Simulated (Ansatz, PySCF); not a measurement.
System: N-silylmethanamine, CH7NSi (charge 0, singlet). SMILES: CN[SiH3]
Geometry: optimised at B3LYP-D3(BJ)/def2-TZVP (Ansatz, a program for electronic structure).

HF/3-21G beside other levels, property by property. Terms: UHF or UKS for open shells; 6-31G* and kin with 6d, 5d where marked; spin-orbit terms left out; valence correlation only; dispersion terms only where a functional's name holds one; non-relativistic; atomisation electronic, to ground-state atoms. Basis-set limits of correlation are two-point, X^-3; Hartree-Fock from the larger set. The bracket is a focal-point correction in the basis named. Ab initio and DFT rows: single points at B3LYP-D3(BJ) geometries (Ansatz), with unscaled harmonic terms from B3LYP/6-31G* (Ansatz) at its own minima, enthalpies of formation by atomisation with measured atoms. Anions need diffuse functions, which STO-3G, LANL2DZ, def2-SVP, cc-pVDZ and Pople sets without + lack.

Coupled cluster (Ansatz) is a level with limits of its own, used here on species with T1 under 0.025 (0.045 for open shells) and stable references: (a) RI-MP2/CBS(aug-cc-pV(T+d)Z,aug-cc-pV(Q+d)Z)+[CCSD(T)-MP2]/aug-cc-pV(T+d)Z; (b) CCSD(T)/CBS(aug-cc-pV(T+d)Z,aug-cc-pV(Q+d)Z); (c) CCSD(T)/CBS(cc-pV(T+d)Z,cc-pV(Q+d)Z).

```csv
property,HF/3-21G (Ansatz),HF/6-31G* (Ansatz),B3LYP/6-31G* (Ansatz),M06-2X/6-31G* (5d) (PySCF),to compare with
atomisation energy (kcal/mol),534.3,578.7,791.8,793.5,803.0 coupled cluster (b)
"C-H bond dissociation enthalpy at 298 K, to [CH2]N[SiH3] + H atom (kcal/mol)",69.5,71.1,91.5,93.8,92.0 coupled cluster (b)
"C-N bond dissociation enthalpy at 298 K, to [NH][SiH3] (SiNH4) + [CH3] (CH3) (kcal/mol)",59.7,55.7,84.3,93.2,88.8 coupled cluster (a)
enthalpy of formation at 298 K (kcal/mol),261.0,216.6,3.5,1.8,-7.7 coupled cluster (b)
"proton affinity at N (heteroatom site), enthalpy at 298 K, to C[NH2+][SiH3] (kcal/mol)",228.5,220.4,218.8,217.2,215.3 coupled cluster (c)
"deprotonation enthalpy (H-Si bond) at 298 K, to CN[SiH2-] + H+ (kcal/mol)",381.5,391.0,385.2,382.7,380.3 coupled cluster (b)
"H-N bond dissociation enthalpy at 298 K, to C[N][SiH3] + H atom (kcal/mol)",78.8,72.8,96.8,101.0,104.2 coupled cluster (b)
"N-Si bond dissociation enthalpy at 298 K, to [SiH3] (SiH3) + C[NH] (CH4N) (kcal/mol)",67.6,64.8,85.4,93.6,96.6 coupled cluster (a)
```

As the rows show:
- atomisation energy: HF/3-21G lies 268.7 kcal/mol below coupled cluster.
- C-H bond dissociation enthalpy at 298 K, to [CH2]N[SiH3] + H atom: HF/3-21G lies 22.5 kcal/mol below coupled cluster.
- C-N bond dissociation enthalpy at 298 K, to [NH][SiH3] (SiNH4) + [CH3] (CH3): HF/3-21G lies 29.1 kcal/mol below coupled cluster.
- enthalpy of formation at 298 K: HF/3-21G lies 268.7 kcal/mol above coupled cluster.
- proton affinity at N (heteroatom site), enthalpy at 298 K, to C[NH2+][SiH3]: HF/3-21G lies 13.2 kcal/mol above coupled cluster.
- deprotonation enthalpy (H-Si bond) at 298 K, to CN[SiH2-] + H+: HF/3-21G lies 1.2 kcal/mol above coupled cluster.
- H-N bond dissociation enthalpy at 298 K, to C[N][SiH3] + H atom: HF/3-21G lies 25.4 kcal/mol below coupled cluster.
- N-Si bond dissociation enthalpy at 298 K, to [SiH3] (SiH3) + C[NH] (CH4N): HF/3-21G lies 29.0 kcal/mol below coupled cluster.

The properties are those with a value to compare with, at most eight drawn at random. No case is left out for the size of its miss. Left out are saddle points of the reference geometry, anions that the best level run finds unbound, excited spin states, species near biochemistry, 298 K rows of species without real B3LYP wavenumbers, cases with under five habitual levels, runs that failed or that the program found above a lower state of the same kind, table entries that another table contradicts, and a share of species set aside by lot.
